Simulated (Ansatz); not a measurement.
**Worked example: vertical ionisation energy of C4H10S (diethyl sulfide)**

C4H10S has 15 atoms, charge 0, and is taken as a singlet. SMILES: `CCSCC`. Geometry: relaxed at PBE0-D4/def2-TZVP. This is one conformer, not always the lowest.

```tsv
atom	x (Å)	y (Å)	z (Å)
C	-1.9735	0.0772	-0.2252
C	-0.9093	-0.7811	-0.8789
S	0.2348	-1.5769	0.2699
C	1.0466	-0.1601	1.0419
C	1.8521	0.7060	0.0946
H	-2.5430	-0.4993	0.5062
H	-2.6668	0.4649	-0.9771
H	-1.5372	0.9362	0.2894
H	-1.3657	-1.6204	-1.4099
H	-0.3442	-0.2129	-1.6220
H	0.3071	0.4318	1.5872
H	1.6972	-0.6147	1.7935
H	2.5979	0.1118	-0.4368
H	1.2144	1.1890	-0.6491
H	2.3679	1.4977	0.6456
```

Both states at this one shape; open shells run unrestricted unless said. 1 Eh = 27.2114 eV.

| level | program | singlet C4H10S (Eh) | doublet C4H10S+ (Eh) |
| --- | --- | --- | --- |
| BHLYP/6-31G* (spherical functions) | Ansatz | -556.506636 | -556.202319 |
| MP2/6-31G* (spherical functions), 9 core orbitals frozen | Ansatz | -555.446656 | -555.147498 |

Q: Work out the vertical ionisation energy at each level.

A: 
1. BHLYP/6-31G* (spherical functions): -556.202319 − (-556.506636) = 0.304317 Eh = 8.28 eV.
2. MP2/6-31G* (spherical functions): -555.147498 − (-555.446656) = 0.299158 Eh = 8.14 eV.

No measured value is set beside it here; the levels span 8.14 to 8.28 eV.
